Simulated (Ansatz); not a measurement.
# [Sn4]4-: the relaxed shape and its frontier levels

Aim: characterise [Sn4]4- as a singlet: its structure, frontier levels and distribution of charge.

Computed with Ansatz 0.2.0, Gaussian basis. Level: RKS PBE0-D4/def2-TZVPD.

The runs, in order: relaxation at r2SCAN-D4/def2-SVPD; a search for the lowest solution at PBE0-D4/def2-SVP; a single point at PBE0-D4/def2-TZVPD.

5 further runs of the same task are left out: 1 that didn't finish, 4 set aside as unsound or not needed.

## (1) The system as given

4 atoms, charge -4, spin multiplicity 1.

Atoms are counted from 1 here; the program's logs count them from 0.

Bond lengths: Sn1–Sn2 2.782 Å, Sn1–Sn3 2.782 Å, Sn1–Sn4 2.782 Å, Sn2–Sn3 2.782 Å, Sn2–Sn4 2.782 Å, Sn3–Sn4 2.782 Å. Angles: Sn2–Sn1–Sn3 60.0°, Sn2–Sn1–Sn4 60.0°, Sn3–Sn1–Sn4 60.0°, Sn1–Sn2–Sn3 60.0°, Sn1–Sn2–Sn4 60.0°, Sn3–Sn2–Sn4 60.0°, Sn1–Sn3–Sn2 60.0°, Sn1–Sn3–Sn4 60.0°, Sn2–Sn3–Sn4 60.0°, Sn1–Sn4–Sn2 60.0°, Sn1–Sn4–Sn3 60.0°, Sn2–Sn4–Sn3 60.0°.

Sn takes a core potential in the def2 sets. No spin-orbit coupling is included. The ion is computed in the gas phase, without counter-ions or solvent.

The start is a GFN2-xTB (ALPB water) geometry.

## (2) Relaxation at r2SCAN-D4/def2-SVPD

Contents of in.yaml:

```yaml
crystal:
  periodic: [false, false, false]
  atoms:
    - {symbol: Sn, position_ang: [-1.441370, 0.589310, -0.691320]}
    - {symbol: Sn, position_ang: [-0.375810, -1.074290, 1.267970]}
    - {symbol: Sn, position_ang: [0.910880, 1.303640, 0.611370]}
    - {symbol: Sn, position_ang: [0.906310, -0.818660, -1.188020]}
basis:
  gaussian: {orbitals: def2-SVPD}
total_charge: -4
hamiltonian: {xc: r2scan, dispersion: d4}
scf: {lower_state_search: "off"}
output: {orbitals: {seedname: orbitals}}
relax: {f_tol: 0.02, max_steps: 100}
```

Started as:

```bash
$ ansatz run in.yaml --threads 4 --pin off --events-out ev --progress --plain --max-ram 3916MiB
```

After this run come: Searching for the lowest solution, PBE0-D4/def2-SVP; Single point, PBE0-D4/def2-TZVPD.

Q: Predict the results of all the runs planned. Wanted: point group; commonest bond; HOMO, LUMO at PBE0-D4/def2-TZVPD.

**Answer**, as computed:

| quantity | value |
| --- | --- |
| point group | Td |
| commonest bond | Sn–Sn, 6 of mean length 3.041 Å |
| HOMO, LUMO at PBE0-D4/def2-TZVPD | 9.01, 9.68 eV |

The molecule keeps its bonding pattern by the stored test; the atoms moved 0.16 Å (rms). No usable vibrations, so a minimum isn't proven. Doubts on the single point: highest occupied level lies above zero.

A small anion of this charge may not be bound in the gas phase; the finite basis can hold electrons that would leave.
